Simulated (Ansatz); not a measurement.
Mulliken charges of `C#C[SiH3]` from r2SCAN/def2-TZVPP in Ansatz (PBE0-D4/def2-TZVP geometry).

```json
{"atom": "C1", "x (Å)": "-0.581", "y (Å)": "-1.871", "z (Å)": "0.172", "charge (e)": "-0.111"}
{"atom": "C2", "x (Å)": "-0.218", "y (Å)": "-0.727", "z (Å)": "0.062", "charge (e)": "-0.314"}
{"atom": "Si3", "x (Å)": "0.330", "y (Å)": "1.004", "z (Å)": "-0.104", "charge (e)": "0.393"}
{"atom": "H4", "x (Å)": "-0.901", "y (Å)": "-2.884", "z (Å)": "0.269", "charge (e)": "0.215"}
{"atom": "H5", "x (Å)": "-0.094", "y (Å)": "1.528", "z (Å)": "-1.425", "charge (e)": "-0.061"}
{"atom": "H6", "x (Å)": "-0.282", "y (Å)": "1.818", "z (Å)": "0.975", "charge (e)": "-0.061"}
{"atom": "H7", "x (Å)": "1.808", "y (Å)": "1.063", "z (Å)": "0.004", "charge (e)": "-0.061"}
```

**Question.** By hand: the dipole of these point charges (1 e Å = 4.8032 D).

**Answer.** Σ q r = (-0.018, -0.058, 0.006) e Å, of length 0.061 e Å = 0.29 D.

**Question.** How does the dipole of the full density compare? (An estimate is asked.)

**Answer.** Ansatz gave: (-0.027, -0.085, 0.008) e Å, 0.43 D; the point charges give 0.67 times that, at 1° from its direction.

Point charges leave out the atoms' own dipoles, such as those of lone pairs, and Mulliken's split depends on the basis, so the two needn't agree.
